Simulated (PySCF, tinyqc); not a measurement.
RHF in the sto-3g basis, for LiH, spin multiplicity 1, step by step. The lowest restricted solution is unstable here: a spin-polarised one lies 0.0616 hartree lower (PySCF). One step of it, computed by the program tinyqc.

Problem. Iteration 1: building the Fock matrix. J_ij = sum D_kl (ij|kl), K_ij = sum D_kl (ik|jl); F = H + J - 0.5 K; E = tr D H + tr D J / 2 - 0.25 tr D K + E_nn.

D at the start, lower triangle:
```
            1Li 1s    1Li 2s   1Li 2px   1Li 2py   1Li 2pz     2H 1s
1Li 1s    2.077597
1Li 2s   -0.299667  1.140174
1Li 2px   0.000000  0.000000  0.000000
1Li 2py   0.000000  0.000000  0.000000  0.000000
1Li 2pz  -0.187149  0.853578  0.000000  0.000000  0.639713
2H 1s    -0.064506  0.319487  0.000000  0.000000  0.239543  0.089713
```

core Hamiltonian H = T + V (hartree), lower triangle:
```
            1Li 1s     1Li 2s    1Li 2px    1Li 2py    1Li 2pz      2H 1s
1Li 1s   -4.592097
1Li 2s   -1.029433  -1.289022
1Li 2px   0.000000   0.000000  -1.048636
1Li 2py   0.000000   0.000000   0.000000  -1.048636
1Li 2pz  -0.005094  -0.059175   0.000000   0.000000  -1.087804
2H 1s    -0.013815  -0.192543   0.000000   0.000000  -0.287993  -1.024588
```

Two-electron integrals (ij|kl) in chemists' order, unique and non-zero (hartree):
```
(11|11) 1.680395   (21|11) 0.265420   (21|21) 0.049941   (22|11) 0.397727
(22|21) 0.092860   (22|22) 0.290562   (31|31) 0.008981   (32|31) 0.013788
(32|32) 0.064184   (33|11) 0.396640   (33|21) 0.092880   (33|22) 0.290497
(33|33) 0.312946   (41|41) 0.008981   (42|41) 0.013788   (42|42) 0.064184
(43|43) 0.016869   (44|11) 0.396640   (44|21) 0.092880   (44|22) 0.290497
(44|33) 0.279207   (44|44) 0.312946   (51|51) 0.008981   (52|51) 0.013788
(52|52) 0.064184   (53|53) 0.016869   (54|54) 0.016869   (55|11) 0.396640
(55|21) 0.092880   (55|22) 0.290497   (55|33) 0.279207   (55|44) 0.279207
(55|55) 0.312946   (61|11) 0.003023   (61|21) 0.000590   (61|22) 0.001179
(61|33) 0.001158   (61|44) 0.001158   (61|51) 0.000096   (61|52) 0.000199
(61|55) 0.001222   (61|61) 0.000008   (62|11) 0.033966   (62|21) 0.008155
(62|22) 0.031182   (62|33) 0.029304   (62|44) 0.029304   (62|51) 0.001112
(62|52) 0.009820   (62|55) 0.034901   (62|61) 0.000127   (62|62) 0.008967
(63|31) 0.000283   (63|32) 0.001950   (63|53) 0.001033   (63|63) 0.000307
(64|41) 0.000283   (64|42) 0.001950   (64|54) 0.001033   (64|64) 0.000307
(65|11) 0.050927   (65|21) 0.012251   (65|22) 0.047360   (65|33) 0.044293
(65|44) 0.044293   (65|51) 0.001719   (65|52) 0.015357   (65|55) 0.053436
(65|61) 0.000192   (65|62) 0.014178   (65|65) 0.022452   (66|11) 0.186002
(66|21) 0.044851   (66|22) 0.183322   (66|33) 0.170996   (66|44) 0.170996
(66|51) 0.005092   (66|52) 0.057615   (66|55) 0.207633   (66|61) 0.000682
(66|62) 0.073419   (66|65) 0.117513   (66|66) 0.774606
```

nuclear repulsion = 0.55800760 hartree

Give: Coulomb J; exchange K; Fock matrix F; total energy of this density.

Solution.

Coulomb J (hartree), lower triangle:
```
         1Li 1s  1Li 2s  1Li 2px  1Li 2py  1Li 2pz  2H 1s
1Li 1s    4.102
1Li 2s    0.702   1.347
1Li 2px   0.000   0.000    1.333
1Li 2py   0.000   0.000    0.000    1.333
1Li 2pz   0.022   0.123    0.000    0.000    1.366
2H 1s     0.009   0.159    0.000    0.000    0.243  0.970
```

exchange K (hartree), lower triangle:
```
         1Li 1s  1Li 2s  1Li 2px  1Li 2py  1Li 2pz  2H 1s
1Li 1s    3.395
1Li 2s    0.533   0.445
1Li 2px   0.000   0.000    0.096
1Li 2py   0.000   0.000    0.000    0.096
1Li 2pz   0.017   0.314    0.000    0.000    0.321
2H 1s     0.012   0.173    0.000    0.000    0.176  0.221
```

Fock matrix F (hartree), lower triangle:
```
         1Li 1s  1Li 2s  1Li 2px  1Li 2py  1Li 2pz   2H 1s
1Li 1s   -2.188
1Li 2s   -0.594  -0.165
1Li 2px   0.000   0.000    0.237
1Li 2py   0.000   0.000    0.000    0.237
1Li 2pz   0.009  -0.093    0.000    0.000    0.118
2H 1s    -0.011  -0.120    0.000    0.000   -0.133  -0.165
```

total energy of this density = -7.52024 hartree
